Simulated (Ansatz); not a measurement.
Ansatz (a quantum-chemistry and plane-wave program) input:

Ansatz 0.2 input:
```yaml
crystal:
  periodic: [false, false, false]
  atoms:
    - {symbol: C, position_ang: [0.01909113, 0.15267994, -1.32752912]}
    - {symbol: Cl, position_ang: [-0.01118660, 0.00667210, 0.64763898]}
    - {symbol: H, position_ang: [0.90111306, -0.49482969, -1.50763755]}
    - {symbol: H, position_ang: [-0.82548774, -0.53467571, -1.53705043]}
basis:
  gaussian:
    orbitals: STO-3G
total_charge: -1
magnetization: {spin_polarized: false}
correlation: {method: ccsd_t, electrons: outside_noble_gas}
```

Problem. Predict the final energy.

Solution. -492.99347 Eh (CCSD(T)/STO-3G). The basis has 16 functions.

It need not be the lowest isomer of its formula. Whether it binds its extra electron was not tested at this geometry.
